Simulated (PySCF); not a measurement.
# CH3NO (H2N ... CHO): the cost of one run

Programs: PySCF 2.14.0, with routines of our own; each step states its level. All values are computed. Atoms count from 0.

## 1. The system as given

6 atoms, charge 0, high-spin multiplicity 3; geometry from: GFN2-xTB fragments, placed rigidly.

The system (radical pair): H2N···CHO. The radical centres are 2.50 Å apart, tilted by 45 degrees; the spin sites are atoms 0, 1, 2 (1 unpaired) and atoms 3, 4, 5 (1 unpaired).

## 2. Magnetic exchange: CASSCF and SC-NEVPT2/def2-TZVP (2,2)

What the job is given:

```
{"job": {"kind": "cas", "basis": "def2-TZVP", "active": "magnetic", "zfs": true}, "charge": 0, "high_spin_multiplicity": 3, "spin_sites": [[[0, 1, 2], 1], [[3, 4, 5], 1]]}
N      0.011700    -0.026100    -1.261200
H      0.841800     0.556700    -1.261200
H     -0.818300     0.556800    -1.261200
C      0.011700    -0.026100     1.237800
O     -0.745300    -0.522500     1.994800
H      0.698500    -0.538900     0.551000
```

Method: CASSCF and SC-NEVPT2/def2-TZVP spin states, gas phase.

Started as:

```bash
$ OMP_NUM_THREADS=1 python exch_run.py task.json out
```

One launch serves the whole session: the jobs run in the order shown.

**Question.** How long does this first job take on 1 thread of Arm Neoverse N1, shared host, and how much memory does it need?

About 4 s, with a peak of 0.25 GiB.
